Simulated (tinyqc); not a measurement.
Inside a calculation. Method: Hueckel theory of the pi electrons, for the molecule c1[cH+]n1 (SMILES; centres numbered as the heavy atoms are written). Computed by tinyqc, a small Python program that keeps every step. Settings: charge = 1. Command: `OMP_NUM_THREADS=1 python tinyqc.py 26890 26891 out.jsonl` (the two numbers bound the seeds that draw the settings). One thread of a shared host (Intel(R) Xeon(R) Processor @ 2.60GHz), about 0.01 s of CPU time with the checks.

## The Hueckel matrix

Centres:
```
centre  z_r, pi electrons of the neutral centre         h
1C                                            1  0.000000
2C                                            1  0.000000
3N                                            1  0.500000
```

Bonds:
```
i  j         k
1  2         1
2  3         1
3  1  1.000000
```

H_rr = alpha + h_r beta, H_rs = k_rs beta for bonded centres.

Hueckel matrix in units of beta (H = alpha + beta A), lower triangle:
```
          1C        2C        3N
1C  0.000000
2C  1.000000  0.000000
3N  1.000000  1.000000  0.500000
```

## Orbitals

pi electrons, sum of z_r less the charge = 2

Diagonalise; E = alpha + x beta with beta < 0, so the largest x are filled first; degenerate levels share their electrons. P = sum n_i c_ri c_si; each orbital has its largest coefficient positive (the first on a tie).

x values: 2.186141  -0.686141  -1.000000

occupations: 2.000000  0.000000  0.000000

coefficients:
```
         MO1        MO2        MO3
1C  0.541774  -0.454401   0.707107
2C  0.541774  -0.454401  -0.707107
3N  0.642621   0.766185   0.000000
```

charge and bond-order matrix P, lower triangle:
```
          1C        2C        3N
1C  0.587039
2C  0.587039  0.587039
3N  0.696311  0.696311  0.825922
```

## Energy, charges, bond orders

E = sum n x; q_r = z_r - P_rr; bond order p = P_rs; free valence = sqrt(3) - sum of p over the bonds of the atom.

pi energy = 2 alpha + this times beta = 4.372281

pi charges: 1C 0.412961, 2C 0.412961, 3N 0.174078

Bond orders and lengths from R = 1.517 - 0.180 p (angstrom, C-C alone):
```
bond         p         R
1-2   0.587039  1.411333
2-3   0.696311         -
3-1   0.696311         -
```

free valence of the carbons: 1C 0.448701, 2C 0.448701

gap between the highest filled and the next level = 2.872281 |beta|
